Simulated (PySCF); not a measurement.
The chloronium Ion, H₂Cl (charge +1).
SMILES: `[ClH2+]`

Computed, not measured: EOM-EE-CCSD/aug-cc-pVTZ in PySCF, restricted Hartree–Fock reference, 5 core orbitals frozen, non-relativistic, gas phase, PBE0-D3(BJ)/def2-SVP geometry.

**Question.** What does EOM-EE-CCSD give for the lowest vertical excitations?

**Answer.** 
```json
{"state": "singlet 1", "E (eV)": "8.68", "cm⁻¹": "70010", "main singles (HF orbitals, share of the singles part)": "HOMO→LUMO+1 92 %"}
{"state": "singlet 2", "E (eV)": "9.88", "cm⁻¹": "79690", "main singles (HF orbitals, share of the singles part)": "HOMO→LUMO 80 %, HOMO→LUMO+5 15 %"}
{"state": "singlet 3", "E (eV)": "12.35", "cm⁻¹": "99610", "main singles (HF orbitals, share of the singles part)": "HOMO-1→LUMO+1 82 %"}
{"state": "singlet 4", "E (eV)": "12.71", "cm⁻¹": "102510", "main singles (HF orbitals, share of the singles part)": "HOMO-1→LUMO 72 %, HOMO-1→LUMO+5 15 %"}
{"state": "triplet 1", "E (eV)": "8.26", "cm⁻¹": "66620", "main singles (HF orbitals, share of the singles part)": "HOMO→LUMO+1 91 %"}
{"state": "triplet 2", "E (eV)": "8.99", "cm⁻¹": "72510", "main singles (HF orbitals, share of the singles part)": "HOMO→LUMO 70 %, HOMO→LUMO+5 21 %"}
```

**Question.** What is the vertical gap between the lowest excited singlet and the lowest triplet?

**Answer.** 8.68 − 8.26 = 0.42 eV (41 kJ/mol). Both are led by HOMO→LUMO+1.

The first EOM-IP-CCSD ionisation energy is 22.29 eV, 9.58 eV above the highest singlet listed and 13.61 eV above the lowest.

T1 diagnostic 0.007. EOM-CCSD puts states of mainly double-excitation character too high. An iterative search for so few roots can pass over a low state.
